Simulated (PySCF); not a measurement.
Process, species as SMILES: C=CCl → C=[C-]Cl + H+
B3LYP-D3(BJ)/def2-TZVP geometries, fixed; electronic energies without zero-point terms.
Largest species:
```xyz
6

C      0.0112     0.7589    -0.0124
C      1.3049     1.0233     0.0034
Cl    -0.6370    -0.8532     0.0042
H     -0.7591     1.5163    -0.0370
H      2.0529     0.2431     0.0280
H      1.6388     2.0524    -0.0084
```
Charge 0, spin multiplicity 1.

Effect of the grid level at PBE/def2-SVP with PySCF, against the last row, where the deprotonation energy is 400.24 kcal/mol. The proton leaves the site shown, which need not be the most acidic. Cost is core time over that of grids.level: 1, rough, on shared machines of one kind.

```
setting         grid points, largest species  largest shift of a total energy (mEh)  shift of the deprotonation energy (kcal/mol)  cost
--------------  ----------------------------  -------------------------------------  --------------------------------------------  ----
grids.level: 0                          5656                                 77.106                                         0.049  0.8×
grids.level: 1                         24096                                 -0.020                                         0.005    1×
grids.level: 2                         50280                                 -0.002                                         0.000    1×
grids.level: 3                         76544                                 -0.003                                         0.001    1×
grids.level: 4                        133032                                  0.000                                         0.000    2×
grids.level: 5                        199624                                  0.000                                         0.000    2×
grids.level: 7                        408848                                  0.000                                         0.000    4×
```

Within 0.02 kcal/mol in the deprotonation energy: grids.level: 1; grids.level: 2; grids.level: 3; grids.level: 4; grids.level: 5. The largest shift is 77.106 mEh in a total energy and 0.049 kcal/mol in the difference.
